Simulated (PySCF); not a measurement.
Geometry (Å), atoms numbered from 1 in this order:
```xyz
9

C    -1.1003   -0.1413   -0.0034
N     0.1788    0.5255   -0.0587
C     1.3422   -0.1431    0.0332
O     1.4559   -1.3349    0.1671
H    -1.6887    0.2209    0.8413
H    -0.9050   -1.2051    0.1201
H    -1.6612    0.0192   -0.9258
H     0.1802    1.5264   -0.1689
H     2.2116    0.5384   -0.0301
```

Geometry: GFN2-xTB; GIAO shifts from PySCF 2.14, gas phase, non-relativistic, averaged over equivalent atoms.

At BHandHLYP/pcSseg-1 (93 basis functions, about 14 core-seconds):
| atoms | δ (ppm) |
| --- | --- |
| C3 | 164.9 |
| C1 | 24.4 |
| N2 | 120.3 |
| O4 | 414.9 |
| H9 | 8.03 |
| H8 | 4.23 |
| H5/H6/H7 | 3.14 |

References, each an isolated molecule treated in the same way: ¹³C (σref 186.58) and ¹H (σref 31.90) against TMS; ¹⁵N (σref 267.09) vs NH3; H2O for ¹⁷O (σref 336.30).

Predict the values at PW91/def2-TZVP on the same geometry.

Results:


```tsv
atoms	δ at PW91/def2-TZVP	change
C3	155.1	-9.8
C1	23.5	-0.9
N2	130.4	+10.1
O4	392.7	-22.2
H9	8.65	+0.62
H8	4.43	+0.20
H5/H6/H7	3.10	-0.04
```

δ = σ(ref) − σ, references computed at the same level: TMS for ¹³C (184.77 ppm), ¹H (31.90 ppm); NH3 for ¹⁵N (267.73 ppm); H2O for ¹⁷O (334.51 ppm).

The largest change is at O4 (amide-type carbonyl oxygen). Cost: 154 basis functions, of the order of 40 core-seconds.

Hydrogen bonding in solution deshields acid and N–H amide carbonyl carbons by as much as 10 ppm beyond these values. Unscaled 17O shifts of doubly bonded oxygen tend to come out too high, by tens of ppm or more. Experimental scales use liquid or dissolved standards, which lie at an offset from isolated NH3 (liquid NH3: subtract about 20 ppm) and H2O (liquid H2O: subtract about 36 ppm).
